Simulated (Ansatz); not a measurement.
A made-up structure of CH$_{4}$BN, singlet:

```
7
angstrom
B -0.8971 0.3632 -0.5999
C 0.3433 0.0797 0.3113
N 0.8593 -1.0891 0.2981
H -1.3208 -0.5226 -1.2756
H 0.5543 -2.0305 0.0508
H 0.7607 0.8722 0.9493
H 1.6607 -1.1486 0.9329
```

It is relaxed with PBE-D4/def2-SVP and then PBE0-D4/def2-TZVP (Ansatz 0.2.0). Atoms count as bonded within 1.22 times the sum of their covalent radii (H–H: 0.88 Å). The end point is not checked to be a true minimum.

Question: Does its bonding change? (A judgement: the text doesn't fix the answer.)

Answer: Computed: No: no bond forms or breaks.

Where it ends: The first stage lowers the energy by 2.14 eV in 13 steps. It ends as CH₄BN ([BH][CH][NH2]):
B1  (-0.818, 0.007, -0.673)
C2  (0.227, -0.189, 0.216)
N3  (0.977, -1.253, 0.739)
H4  (-1.729, 0.292, -1.357)
H5  (0.911, -2.094, 0.185)
H6  (0.442, 0.780, 0.686)
H7  (1.950, -1.018, 0.871)
(Å)

Labels in which every atom is bracketed show which atoms are joined, not bond orders.

For scale, one of the runs: PBE0-D4/def2-TZVP relaxation, 117 basis functions, launched by `ansatz run in.yaml --threads 2 --pin off --events-out ev --progress --plain --max-ram 4352MiB`. Hardware: 2 CPU threads of an Arm Neoverse V2, shared host. Wall time about 11 s.
